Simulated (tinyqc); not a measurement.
Inside a calculation (part 2 of 2). Method: UHF in the sto-3g basis, for CH2, spin multiplicity 3. Computed by tinyqc, a small Python program that keeps every step (integrals from PySCF). Command: `OMP_NUM_THREADS=1 python tinyqc.py 21460 21461 out.jsonl` (the two numbers bound the seeds that draw the settings). One thread of a shared host (Intel(R) Xeon(R) Processor @ 2.60GHz), about 0.2 s of CPU time with the checks.

Geometry (angstrom):
```
atom       x        y       z
C     0.0000   0.0000  0.0000
H     0.0000   1.1100  0.5000
H     0.0000  -1.1440  0.5150
```

## Iteration 2: diagonalisation and new density

extrapolated F(alpha) (hartree), lower triangle:
```
           1C 1s    1C 2s   1C 2px   1C 2py   1C 2pz    2H 1s    3H 1s
1C 1s   -10.9618
1C 2s    -2.9719  -1.5411
1C 2px    0.0000   0.0000  -0.3446
1C 2py   -0.0002  -0.0073   0.0000  -0.2234
1C 2pz   -0.0046   0.0490   0.0000  -0.0076  -0.2629
2H 1s    -0.5665  -0.6112   0.0000  -0.3593  -0.1844  -0.3589
3H 1s    -0.5206  -0.5781   0.0000   0.3483  -0.1798  -0.1185  -0.3308
```

extrapolated F(beta) (hartree), lower triangle:
```
           1C 1s    1C 2s  1C 2px   1C 2py   1C 2pz    2H 1s    3H 1s
1C 1s   -10.9057
1C 2s    -2.9221  -1.1574
1C 2px    0.0000   0.0000  0.3964
1C 2py   -0.0002  -0.0110  0.0000  -0.1033
1C 2pz   -0.0036  -0.2072  0.0000  -0.0039   0.3089
2H 1s    -0.5545  -0.5591  0.0000  -0.3460  -0.1601  -0.3548
3H 1s    -0.5093  -0.5303  0.0000   0.3356  -0.1543  -0.1051  -0.3302
```

X, lower triangle:
```
          1C 1s    1C 2s  1C 2px   1C 2py   1C 2pz    2H 1s   3H 1s
1C 1s    1.0266
1C 2s   -0.1479   1.1984
1C 2px   0.0000   0.0000  1.0000
1C 2py  -0.0007   0.0090  0.0000   1.1487
1C 2pz  -0.0075   0.0703  0.0000   0.0032   1.0284
2H 1s    0.0238  -0.2740  0.0000  -0.2590  -0.1104   1.1837
3H 1s    0.0230  -0.2538  0.0000   0.2445  -0.1035  -0.0265  1.1643
```

Diagonalise F' = X^T F X, C = X C', fill 5 alpha and 3 beta electrons from the bottom; D(s) = C_occ C_occ^T. Each column has its largest component positive (the first on a tie).

F' = X^T F X (alpha) (hartree), lower triangle:
```
          1        2        3        4        5        6       7
1  -10.7275
2   -1.5618  -0.7759
3    0.0000   0.0000  -0.3446
4   -0.0002   0.0048   0.0000   0.0859
5   -0.0355   0.1886   0.0000  -0.0025  -0.1903
6   -0.0560  -0.3771   0.0000  -0.4069  -0.2046   0.0335
7   -0.0436  -0.3543   0.0000   0.3926  -0.1983  -0.0430  0.0275
```

orbital energies (alpha) (hartree): MO1 -10.9688, MO2 -0.8396, MO3 -0.4857, MO4 -0.3678, MO5 -0.3446, MO6 0.4689, MO7 0.6463

coefficients C (alpha):
```
            MO1      MO2      MO3      MO4     MO5      MO6      MO7
1C 1s    0.9925  -0.2498   0.0075   0.0642  0.0000  -0.1584  -0.0143
1C 2s    0.0311   0.8457  -0.0365  -0.3450  0.0000   0.8704   0.0917
1C 2px   0.0000   0.0000   0.0000   0.0000  1.0000   0.0000   0.0000
1C 2py   0.0002   0.0105   0.5542  -0.0203  0.0000  -0.0723   1.0647
1C 2pz   0.0022  -0.0479   0.0357   0.8341  0.0000   0.6194   0.0501
2H 1s   -0.0063   0.1974   0.4319   0.2745  0.0000  -0.7331  -0.8475
3H 1s   -0.0059   0.1801  -0.4199   0.3145  0.0000  -0.8319   0.7015
```

F' = X^T F X (beta) (hartree), lower triangle:
```
          1        2       3        4        5        6       7
1  -10.6753
2   -1.5709  -0.3427
3    0.0000   0.0000  0.3964
4    0.0003   0.0016  0.0000   0.2279
5   -0.0001  -0.0830  0.0000   0.0014   0.3672
6   -0.0528  -0.3889  0.0000  -0.4186  -0.1691   0.0190
7   -0.0405  -0.3679  0.0000   0.4046  -0.1612  -0.0420  0.0114
```

orbital energies (beta) (hartree): MO1 -10.9107, MO2 -0.6370, MO3 -0.4453, MO4 0.3198, MO5 0.3964, MO6 0.5487, MO7 0.7319

coefficients C (beta):
```
            MO1      MO2      MO3      MO4     MO5      MO6      MO7
1C 1s    0.9938  -0.1974  -0.0082  -0.1695  0.0000  -0.1458  -0.0138
1C 2s    0.0259   0.6085   0.0307   0.7639  0.0000   0.7997   0.0876
1C 2px   0.0000   0.0000   0.0000   0.0000  1.0000   0.0000   0.0000
1C 2py   0.0002   0.0230  -0.4811  -0.0099  0.0000  -0.0722   1.0997
1C 2pz   0.0024   0.1681   0.0082  -0.6724  0.0000   0.7759   0.0549
2H 1s   -0.0053   0.3627  -0.4573  -0.3515  0.0000  -0.6581  -0.8119
3H 1s   -0.0050   0.3203   0.4971  -0.3593  0.0000  -0.7449   0.6768
```

D(alpha) after iteration 2, lower triangle:
```
          1C 1s    1C 2s  1C 2px   1C 2py  1C 2pz    2H 1s   3H 1s
1C 1s    1.0516
1C 2s   -0.2028   0.8366
1C 2px   0.0000   0.0000  1.0000
1C 2py   0.0005  -0.0043  0.0000   0.3077
1C 2pz   0.0680  -0.3295  0.0000   0.0024  0.6994
2H 1s   -0.0347   0.0563  0.0000   0.2359  0.2349   0.3009
3H 1s   -0.0338   0.0589  0.0000  -0.2372  0.2387  -0.0594  0.3077
```

D(beta) after iteration 2, lower triangle:
```
          1C 1s    1C 2s  1C 2px   1C 2py  1C 2pz    2H 1s   3H 1s
1C 1s    1.0267
1C 2s   -0.0947   0.3718
1C 2px   0.0000   0.0000  0.0000
1C 2py  -0.0004  -0.0008  0.0000   0.2320
1C 2pz  -0.0309   0.1026  0.0000  -0.0001  0.0283
2H 1s   -0.0732   0.2065  0.0000   0.2284  0.0572   0.3407
3H 1s   -0.0723   0.2100  0.0000  -0.2318  0.0579  -0.1111  0.3497
```

## Iteration 12 (converged): orbitals

converged F(alpha) (hartree), lower triangle:
```
           1C 1s    1C 2s   1C 2px   1C 2py   1C 2pz    2H 1s    3H 1s
1C 1s   -10.9776
1C 2s    -2.9769  -1.5518
1C 2px    0.0000   0.0000  -0.3521
1C 2py   -0.0003  -0.0053   0.0000  -0.2453
1C 2pz   -0.0049   0.0369   0.0000  -0.0046  -0.2922
2H 1s    -0.5678  -0.6185   0.0000  -0.3657  -0.1860  -0.3517
3H 1s    -0.5217  -0.5863   0.0000   0.3555  -0.1823  -0.1189  -0.3219
```

converged F(beta) (hartree), lower triangle:
```
           1C 1s    1C 2s  1C 2px   1C 2py   1C 2pz    2H 1s    3H 1s
1C 1s   -10.9204
1C 2s    -2.9224  -1.1580
1C 2px    0.0000   0.0000  0.3925
1C 2py   -0.0003  -0.0097  0.0000  -0.0935
1C 2pz   -0.0049  -0.1888  0.0000  -0.0038   0.3198
2H 1s    -0.5547  -0.5659  0.0000  -0.3529  -0.1525  -0.3775
3H 1s    -0.5095  -0.5385  0.0000   0.3441  -0.1475  -0.1053  -0.3584
```

As before.

F' = X^T F X (alpha) (hartree), lower triangle:
```
          1        2        3        4        5        6       7
1  -10.7430
2   -1.5639  -0.7812
3    0.0000   0.0000  -0.3521
4   -0.0006   0.0073   0.0000   0.0659
5   -0.0340   0.1745   0.0000   0.0006  -0.2218
6   -0.0555  -0.3859   0.0000  -0.4136  -0.2022   0.0498
7   -0.0430  -0.3635   0.0000   0.3990  -0.1960  -0.0434  0.0457
```

orbital energies (alpha) (hartree): MO1 -10.9848, MO2 -0.8495, MO3 -0.4961, MO4 -0.3808, MO5 -0.3521, MO6 0.4721, MO7 0.6546

coefficients C (alpha):
```
            MO1      MO2      MO3      MO4     MO5      MO6      MO7
1C 1s    0.9925  -0.2498   0.0064   0.0629  0.0000  -0.1590  -0.0154
1C 2s    0.0312   0.8453  -0.0318  -0.3299  0.0000   0.8762   0.0974
1C 2px   0.0000   0.0000   0.0000   0.0000  1.0000   0.0000   0.0000
1C 2py   0.0002   0.0078   0.5719  -0.0171  0.0000  -0.0759   1.0552
1C 2pz   0.0023  -0.0312   0.0253   0.8551  0.0000   0.5914   0.0533
2H 1s   -0.0062   0.1965   0.4183   0.2518  0.0000  -0.7367  -0.8585
3H 1s   -0.0059   0.1811  -0.4083   0.2792  0.0000  -0.8481   0.7036
```

F' = X^T F X (beta) (hartree), lower triangle:
```
          1        2       3        4        5        6        7
1  -10.6906
2   -1.5699  -0.3352
3    0.0000   0.0000  0.3925
4    0.0000   0.0031  0.0000   0.2465
5   -0.0041  -0.0626  0.0000   0.0014   0.3779
6   -0.0523  -0.3941  0.0000  -0.4254  -0.1646  -0.0043
7   -0.0399  -0.3731  0.0000   0.4113  -0.1569  -0.0420  -0.0172
```

orbital energies (beta) (hartree): MO1 -10.9253, MO2 -0.6446, MO3 -0.4622, MO4 0.3133, MO5 0.3925, MO6 0.5543, MO7 0.7416

coefficients C (beta):
```
            MO1      MO2      MO3      MO4     MO5      MO6      MO7
1C 1s    0.9939  -0.1947  -0.0060  -0.1700  0.0000  -0.1480  -0.0153
1C 2s    0.0254   0.5938   0.0233   0.7711  0.0000   0.8033   0.0948
1C 2px   0.0000   0.0000   0.0000   0.0000  1.0000   0.0000   0.0000
1C 2py   0.0002   0.0181  -0.4623  -0.0135  0.0000  -0.0800   1.1072
1C 2pz   0.0024   0.1453   0.0052  -0.6628  0.0000   0.7884   0.0586
2H 1s   -0.0052   0.3734  -0.4721  -0.3611  0.0000  -0.6411  -0.8080
3H 1s   -0.0049   0.3395   0.5081  -0.3724  0.0000  -0.7344   0.6636
```

D(alpha) after iteration 12, lower triangle:
```
          1C 1s    1C 2s  1C 2px   1C 2py  1C 2pz    2H 1s   3H 1s
1C 1s    1.0514
1C 2s   -0.2012   0.8254
1C 2px   0.0000   0.0000  1.0000
1C 2py   0.0009  -0.0060  0.0000   0.3274
1C 2pz   0.0640  -0.3092  0.0000  -0.0004  0.7329
2H 1s   -0.0368   0.0696  0.0000   0.2364  0.2198   0.2770
3H 1s   -0.0361   0.0738  0.0000  -0.2369  0.2228  -0.0649  0.2775
```

D(beta) after iteration 12, lower triangle:
```
          1C 1s   1C 2s  1C 2px   1C 2py  1C 2pz    2H 1s   3H 1s
1C 1s    1.0258
1C 2s   -0.0905  0.3538
1C 2px   0.0000  0.0000  0.0000
1C 2py  -0.0006  0.0000  0.0000   0.2140
1C 2pz  -0.0259  0.0865  0.0000   0.0002  0.0212
2H 1s   -0.0751  0.2105  0.0000   0.2250  0.0518   0.3623
3H 1s   -0.0740  0.2133  0.0000  -0.2287  0.0520  -0.1131  0.3734
```

## Convergence

Stop when the energy changes by less than 1e-10 hartree and every element of the error matrix X^T (F D S - S D F) X (for each spin) is below 3e-06.

Course of the cycle:
```
iteration  E (hartree)     change  largest element of the error matrix
1           -36.930242          -                             3.19e-01
2           -38.398867  -1.47e+00                             2.77e-02
3           -38.402075  -3.21e-03                             7.39e-03
4           -38.402601  -5.26e-04                             3.65e-03
5           -38.402816  -2.15e-04                             1.55e-03
6           -38.402861  -4.55e-05                             5.46e-04
7           -38.402864  -2.43e-06                             1.21e-04
8           -38.402864  -6.26e-08                             4.01e-05
9           -38.402864  -1.91e-08                             1.51e-05
10          -38.402864  -3.26e-09                             5.78e-06
11          -38.402864  -2.97e-10                             4.48e-07
12          -38.402864  -1.55e-12                             1.59e-07
```

PySCF UHF in the same basis, after a stability check = -38.402864 hartree

Converged in 12 iterations.

## Populations, bond orders and dipole

overlap S, lower triangle:
```
         1C 1s   1C 2s  1C 2px   1C 2py  1C 2pz   2H 1s   3H 1s
1C 1s   1.0000
1C 2s   0.2484  1.0000
1C 2px  0.0000  0.0000  1.0000
1C 2py  0.0000  0.0000  0.0000   1.0000
1C 2pz  0.0000  0.0000  0.0000   0.0000  1.0000
2H 1s   0.0463  0.4201  0.0000   0.3836  0.1728  1.0000
3H 1s   0.0425  0.4005  0.0000  -0.3707  0.1669  0.0774  1.0000
```

Mulliken: Z minus the diagonal of D S on the atom; Loewdin: the same with S^(1/2) D S^(1/2); Mayer order: 2 sum_s sum (D(s) S)_ij (D(s) S)_ji over the two atoms.

Charges (e):
```
atom  Mulliken  Loewdin  Mulliken spin
1C     -0.0721  -0.0389         2.2205
2H      0.0380   0.0205        -0.1056
3H      0.0341   0.0184        -0.1149
```

Mayer bond orders:
```
pair   order
2-1   0.9663
3-1   0.9645
3-2   0.0211
```

dipole moment about the origin, x y z (debye): 0.0000  0.0066  0.2395

<S^2> of the determinant (pure state: 2) = 2.0261
